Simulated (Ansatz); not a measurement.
# What each rung costs, and what it gives

Saddle point of CH$_{7}$BO, closed shell (CH₄O ([CH3][OH]) + BH₃ → CH₅BO ([BH2][O][CH3]) + H₂; bonds formed: H2–H5; dative contacts that become bonds: B1–O6; bonds broken: B1–H2, H5–O6), PBE0-D4/def2-TZVP structure:

```
atom    x (Å)    y (Å)    z (Å)
  B1  -0.1789  -1.1993   0.0098
  H2   0.9375  -1.3938  -0.7139
  H3  -1.0492  -1.0045  -0.7892
  H4  -0.2427  -2.1169   0.7714
  H5   1.0403  -0.5684  -0.1224
  O6   0.3460   0.0941   0.7024
  C7  -0.1211   1.3067   0.1413
  H8   0.3866   2.1319   0.6425
  H9   0.0817   1.3586  -0.9347
 H10  -1.2003   1.3919   0.2926
```

Barriers are electronic and count from the start structure reached by relaxing down the imaginary mode.

Computed with Ansatz 0.2.0 (basis: as named in each row); correlated methods freeze the cores. B3LYP uses VWN-RPA correlation. Extrapolation: Hartree–Fock as exp(−7.88 √X), correlation as X^−2.97.

Times are rough, for one single point on 2 threads of a shared host (Arm Neoverse V2).

The estimate by CCSD(T) at an estimated basis limit (MP2 extrapolated from triple and quadruple zeta, plus CCSD(T) − MP2 in triple zeta) is 110.1 kJ/mol.

```json
{"method": "HF", "basis": "STO-3G", "time (s)": "under 1", "barrier (kJ/mol)": "281.4", "method less estimate": "171.3"}
{"method": "PBE-D4", "basis": "STO-3G", "time (s)": "under 1", "barrier (kJ/mol)": "154.7", "method less estimate": "44.6"}
{"method": "SPW92", "basis": "def2-SVP", "time (s)": "under 1", "barrier (kJ/mol)": "65.2", "method less estimate": "-44.9"}
{"method": "B3LYP-D4", "basis": "6-31G", "time (s)": "under 1", "barrier (kJ/mol)": "131.7", "method less estimate": "21.6"}
{"method": "PBE-D4", "basis": "def2-SVP", "time (s)": "under 1", "barrier (kJ/mol)": "76.9", "method less estimate": "-33.2"}
{"method": "PBE0-D4", "basis": "def2-SVP", "time (s)": "under 1", "barrier (kJ/mol)": "93.2", "method less estimate": "-16.9"}
{"method": "SPW92", "basis": "def2-TZVPP", "time (s)": "under 1", "barrier (kJ/mol)": "70.6", "method less estimate": "-39.5"}
{"method": "PBE-D4", "basis": "def2-TZVPP", "time (s)": "1", "barrier (kJ/mol)": "81.6", "method less estimate": "-28.5"}
{"method": "CCSD(T)", "basis": "def2-SVP", "time (s)": "2", "barrier (kJ/mol)": "114.4", "method less estimate": "4.3"}
{"method": "BLYP-D4", "basis": "def2-TZVPP", "time (s)": "2", "barrier (kJ/mol)": "93.7", "method less estimate": "-16.4"}
{"method": "BHLYP-D4", "basis": "def2-TZVPP", "time (s)": "2", "barrier (kJ/mol)": "121.6", "method less estimate": "11.5"}
{"method": "PBE0-D4", "basis": "def2-TZVPP", "time (s)": "2", "barrier (kJ/mol)": "96.2", "method less estimate": "-13.9"}
{"method": "B3LYP-D4", "basis": "def2-TZVPP", "time (s)": "2", "barrier (kJ/mol)": "104.2", "method less estimate": "-5.9"}
{"method": "CAM-B3LYP-D4", "basis": "def2-TZVPP", "time (s)": "2", "barrier (kJ/mol)": "108.1", "method less estimate": "-2.0"}
{"method": "r2SCAN-D4", "basis": "def2-TZVPP", "time (s)": "3", "barrier (kJ/mol)": "91.9", "method less estimate": "-18.2"}
{"method": "wB97M-V", "basis": "def2-SVP", "time (s)": "3", "barrier (kJ/mol)": "102.3", "method less estimate": "-7.8"}
{"method": "r2SCAN0-D4", "basis": "def2-TZVPP", "time (s)": "3", "barrier (kJ/mol)": "102.3", "method less estimate": "-7.8"}
{"method": "B2PLYP", "basis": "def2-TZVPP", "time (s)": "3", "barrier (kJ/mol)": "106.9", "method less estimate": "-3.3"}
{"method": "PBE-QIDH", "basis": "def2-TZVPP", "time (s)": "3", "barrier (kJ/mol)": "106.0", "method less estimate": "-4.1"}
{"method": "RPA on PBE", "basis": "def2-TZVPP", "time (s)": "4", "barrier (kJ/mol)": "111.3", "method less estimate": "1.2"}
{"method": "wB97X-V", "basis": "def2-TZVPP", "time (s)": "6", "barrier (kJ/mol)": "107.5", "method less estimate": "-2.6"}
{"method": "wB97M-V", "basis": "def2-TZVPP", "time (s)": "6", "barrier (kJ/mol)": "107.8", "method less estimate": "-2.3"}
{"method": "B97M-V", "basis": "def2-TZVPP", "time (s)": "7", "barrier (kJ/mol)": "103.5", "method less estimate": "-6.6"}
{"method": "MP2", "basis": "def2-QZVPP", "time (s)": "14", "barrier (kJ/mol)": "104.2", "method less estimate": "-5.9"}
{"method": "CCSD(T)", "basis": "def2-TZVPP", "time (s)": "38", "barrier (kJ/mol)": "112.3", "method less estimate": "2.2"}
```

All methods are single points on the PBE0-D4 structures.

No T1 diagnostic of these runs exceeds 0.015.

The step is the kind of ligand exchange by which a precursor binds to a hydroxyl group, or is hydrolysed, in atomic layer deposition of oxides.

Labels in which every atom is bracketed show which atoms are joined, not bond orders.
